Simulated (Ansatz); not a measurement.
System: fluorite SrCl2. Method: BLYP (Ansatz, a first-principles code, PAW).

Numerical settings: plane-wave cutoff 520 eV, 8×8×8 k mesh, Fermi–Dirac smearing 0.01 eV, scalar-relativistic PAW data made under PBE.

The cell has the measured lattice: a = 6.974 Å, b = 6.974 Å, c = 6.974 Å, α = 90.00°, β = 90.00°, γ = 90.00°.

What does this level give for the band gap, smallest direct gap on the k points sampled and Γ–Γ gap?


- band gap: 5.37 eV
- smallest direct gap on the k points sampled: 5.51 eV
- Γ–Γ gap: 5.71 eV

Measured, for comparison: band gap 7.5 eV (temperature not stated, not corrected to a static lattice; as tabulated in Aguado et al. (1999), arXiv:cond-mat/9901145).

Note: cell and atoms aren't relaxed at this level (pressure 2.7 GPa).

Spin–orbit coupling is not included.

Computed values are for the static lattice.
